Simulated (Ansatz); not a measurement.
# CH5 radical (built from SMILES [CH3].[H][H]): single points off equilibrium

The task here is to estimate one member of a computed series from the others.

Method: single points in def2-TZVPP; program: Ansatz 0.2.0, Gaussian basis.

Cores are frozen in the correlated methods. Orbitals are unrestricted.

### The starting structure

6 atoms, charge 0, spin multiplicity 2.

Atoms are counted from 1 here; the program's logs count them from 0.

Bond lengths: H1–C3 1.200 Å, C3–H4 1.239 Å, C3–H5 1.172 Å, C3–H6 0.815 Å. Angles: H1–C3–H4 95.2°, H1–C3–H5 106.2°, H1–C3–H6 129.0°, H4–C3–H5 94.9°, H4–C3–H6 113.4°, H5–C3–H6 112.0°.

As a file:

```xyz
6
charge 0, multiplicity 2
H    -0.4919   -0.6345    0.0438
H    -1.2350   -1.3641    0.5226
C     0.1772    0.3620    0.0442
H     1.2536   -0.2266   -0.1284
H     0.1232    0.7932   -1.0444
H     0.2175    0.9526    0.6045
```

Set-up of the first run:

Contents of run/in.yaml:

```yaml
crystal:
  periodic: [false, false, false]
  atoms:
    - {symbol: H, position_ang: [-0.491900, -0.634500, 0.043800]}
    - {symbol: H, position_ang: [-1.235000, -1.364100, 0.522600]}
    - {symbol: C, position_ang: [0.177200, 0.362000, 0.044200]}
    - {symbol: H, position_ang: [1.253600, -0.226600, -0.128400]}
    - {symbol: H, position_ang: [0.123200, 0.793200, -1.044400]}
    - {symbol: H, position_ang: [0.217500, 0.952600, 0.604500]}
basis:
  gaussian: {orbitals: def2-TZVPP}
magnetization: {spin_polarized: true, initial_magnetization: 1}
correlation: {method: ccsd_t}
scf: {omitted_lower_state_checks: [cluster_reference]}
output: {forces: true}
```

The command line of these runs was not kept.

Steps of the session up to this table: CCSD(T)/def2-TZVPP; PBE0-D4/def2-TZVPP; wB97M-V/def2-TZVPP; r2SCAN-D4/def2-TZVPP; PBE-D4/def2-TZVPP; revPBE-D4/def2-TZVPP; HSE06-D4/def2-TZVPP.

One table of the session follows, with a row left open; its other results are not shown here.

| method | RMS force component (eV/Å) | angle to CCSD(T) forces (°) | dipole (D) |
| --- | --- | --- | --- |
| CCSD(T) | 8.137 | reference | 0.52 |
| PBE0-D4 | 8.118 | 0.7 | 0.59 |
| wB97M-V | 8.052 | 0.5 | 0.62 |
| r2SCAN-D4 | ? | ? | ? |
| PBE-D4 | 8.040 | 1.4 | 0.64 |
| revPBE-D4 | 8.047 | 1.6 | 0.66 |
| HSE06-D4 | 8.117 | 0.7 | 0.59 |

**Question.** Estimate the row for r2SCAN-D4.

The run gave: RMS force component (eV/Å): 8.053; angle to CCSD(T) forces (°): 0.9; dipole (D): 0.62. In the column «RMS force component (eV/Å)» it lies between wB97M-V (8.052) and HSE06-D4 (8.117).
